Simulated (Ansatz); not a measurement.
**Match the barriers**

Saddle point of SiNH₈F, singlet (SiH₄ + NH₃ + HF → SiH₃F ([F][SiH3]) + NH₃ + H₂; bonds formed: Si1–F7, H2–H8, H6–N9; bonds broken: Si1–H2, H6–F7, H8–N9), PBE0-D4/def2-TZVP structure:

```
atom    x (Å)    y (Å)    z (Å)
 Si1  -0.6497   0.8761  -1.1071
  H2  -0.2141  -0.6898  -0.7800
  H3  -0.9058   0.2642  -2.4755
  H4   0.6722   1.5347  -1.3192
  H5  -1.8067   1.8323  -1.1446
  H6   0.3414  -0.1152   1.6125
  F7  -0.7194   0.9830   0.6309
  H8   0.3315  -0.9418   0.1837
  N9   0.7609  -0.9942   1.2834
 H10   1.7738  -0.9581   1.3098
 H11   0.4160  -1.7912   1.8061
```

Computed with Ansatz 0.2.0 (basis: def2-TZVPP, with def2-QZVPP for the basis limit); correlated methods freeze the cores. Extrapolation: Hartree–Fock as exp(−7.88 √X), correlation as X^−2.97. Four methods, as single points on the PBE0-D4 structures, gave these electronic barriers from the start structure: 0.591, 1.062, 1.300, 1.724 eV.

**Question.** The methods were, in alphabetical order, CCSD(T), HF, PBE0-D4, SPW92. Which gave which? (Judge from chemistry; the calculation decides.)

**Answer.** The calculation gives: SPW92 0.591; PBE0-D4 1.062; CCSD(T) 1.300; HF 1.724 eV. For comparison, CCSD(T) at an estimated basis limit (MP2 extrapolated from triple and quadruple zeta, plus CCSD(T) − MP2 in triple zeta) gives 1.254 eV.

The T1 diagnostic stays at or below 0.012.

Labels in which every atom is bracketed show which atoms are joined, not bond orders.

For scale, one of the runs: CCSD(T)/def2-TZVPP, 216 basis functions, launched by `ansatz run in.yaml --threads 4 --pin off --events-out ev --progress --plain --max-ram 9574MiB`. Hardware: 4 CPU threads of an Intel Xeon 6975P-C, shared host. Wall time 17 s; peak host memory 3.5 GiB.
